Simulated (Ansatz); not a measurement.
Input file:

```yaml
crystal:
  periodic: [false, false, false]
  atoms:
    - {symbol: Sb, position_ang: [0.000000, 0.000000, 0.000000]}
    - {symbol: H, position_ang: [0.355943, 1.293855, 1.306929]}
    - {symbol: H, position_ang: [-0.534985, -1.277587, 1.261103]}
    - {symbol: H, position_ang: [-0.346643, 1.280398, -1.322588]}
    - {symbol: H, position_ang: [0.525685, -1.296666, -1.245444]}
basis:
  gaussian: {orbitals: def2-SVPD}
magnetization: {spin_polarized: false, initial_magnetization: 3}
correlation: {method: ccsdt_q, electrons: outside_noble_gas}
```

```sh
$ ansatz run in.yaml --threads 1 --pin off --events-out ev --progress --plain --max-ram 2393MiB
```

The program prints:

```
1290 factors; integrals over basis functions are off by at most 1.0e-7 eV
mean field evaluation 1: about -6565.2256 eV, gradient 7.4e0 eV
mean field evaluation 2: about -6565.2416 eV, gradient 7.4e0 eV
mean field evaluation 4: about -6565.7745 eV, gradient 7.6e-1 eV
mean field evaluation 8: about -6565.7802 eV, gradient 1.7e-1 eV
mean field evaluation 16: about -6565.8312 eV, gradient 7.1e-1 eV
mean field evaluation 32: about -6565.8491 eV, gradient 3.6e-1 eV
mean field evaluation 64: about -6564.7489 eV, gradient 7.1e0 eV
mean field evaluation 96: about -6563.1665 eV, gradient 3.3e0 eV
mean field evaluation 128: about -6563.5568 eV, gradient 1.9e-3 eV
mean field evaluation 160: about -6563.5560 eV, gradient 2.2e-1 eV
mean field -6565.85529675 eV, -241.2907316590 hartree, gradient 7.5e-7 eV, S^2 3.750000; 11 other end points of the search recorded, 0 dependent functions left out
mean field evaluation 192: about -6566.5750 eV, gradient 2.1e-1 eV
determinant -6565.85529675 eV, -241.2907316590 hartree, with singles and doubles -6570.62146917 eV, -241.4658852649 hartree
determinant -6565.78051193 eV, -241.2879833675 hartree, with singles and doubles -6570.66338692 eV, -241.4674257138 hartree
determinant -6563.55676805 eV, -241.2062622872 hartree, with singles and doubles -6568.07967804 eV, -241.3724761636 hartree
determinant -6563.06325627 eV, -241.1881260639 hartree, with singles and doubles -6568.06817978 eV, -241.3720536105 hartree
determinant -6565.85529675 eV, -241.2907316590 hartree, with singles and doubles -6570.60621095 eV, -241.4653245357 hartree
determinant -6565.78051193 eV, -241.2879833675 hartree, with singles and doubles -6570.62293896 eV, -241.4659392787 hartree
9 core orbitals not correlated: weight in the atoms' cores, before any rotation towards them, 0.999 or more for the frozen orbitals, at most 0.000 for the correlated occupied ones
reference -6565.78051193 eV, -241.2879833675 hartree; 6, 3 occupied and 49, 52 virtual orbitals, 1290 factors
second order -3.67085938 eV of doubles, -0.33601681 eV of singles
cycle   1  -4.55947722 eV  change   -5.4e-1 eV  update   8.5e-2
cycle   2  -4.94819644 eV  change   -3.9e-1 eV  update   4.2e-2
cycle   3  -5.04085949 eV  change   -9.3e-2 eV  update   1.9e-2
cycle   4  -5.04187893 eV  change   -1.0e-3 eV  update   7.9e-3
cycle   5  -5.04861723 eV  change   -6.7e-3 eV  update   2.8e-3
cycle   6  -5.04821437 eV  change    4.0e-4 eV  update   1.2e-3
cycle   7  -5.04815957 eV  change    5.5e-5 eV  update   4.4e-4
cycle   8  -5.04861317 eV  change   -4.5e-4 eV  update   2.2e-4
cycle   9  -5.04857310 eV  change    4.0e-5 eV  update   9.8e-5
cycle  10  -5.04846731 eV  change    1.1e-4 eV  update   4.0e-5
cycle  11  -5.04849043 eV  change   -2.3e-5 eV  update   1.8e-5
cycle  12  -5.04850086 eV  change   -1.0e-5 eV  update   9.4e-6
cycle  13  -5.04850486 eV  change   -4.0e-6 eV  update   3.3e-6
cycle  14  -5.04850102 eV  change    3.8e-6 eV  update   1.6e-6
cycle  15  -5.04849896 eV  change    2.1e-6 eV  update   6.4e-7
cycle  16  -5.04849926 eV  change   -3.1e-7 eV  update   2.8e-7
perturbative correction -0.00855439 eV, -0.0003143681 hartree
Total energy: -6570.83756558 eV, -241.4738266616 hartree
```

The determinant lies 0.07 eV above the lowest one of its kind in the log.

Ran on 1 thread of Arm Neoverse V1, shared host: 74 s wall, 0.78 GiB peak host memory.
